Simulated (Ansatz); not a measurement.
We consider diamond-structure Ge, described by HSE06 in Ansatz (plane waves, PAW).

Run with plane-wave cutoff 500 eV, 6×6×1 k mesh (along the axes of the cell as run), Fermi–Dirac smearing 0.05 eV, scalar-relativistic PAW data made under PBE.

The cell is the one relaxed with r²SCAN.

Q: Estimate the surface energy of the (100) face and work function of the (100) face that the calculation returns.

A: 
- surface energy of the (100) face: 1.74 J/m²
- work function of the (100) face: 5.32 eV

Note: exact exchange on metals is sensitive to the k mesh and can open a false gap.

The slab of 8 atoms is relaxed and unreconstructed.

Ansatz is a quantum-chemistry and plane-wave program.
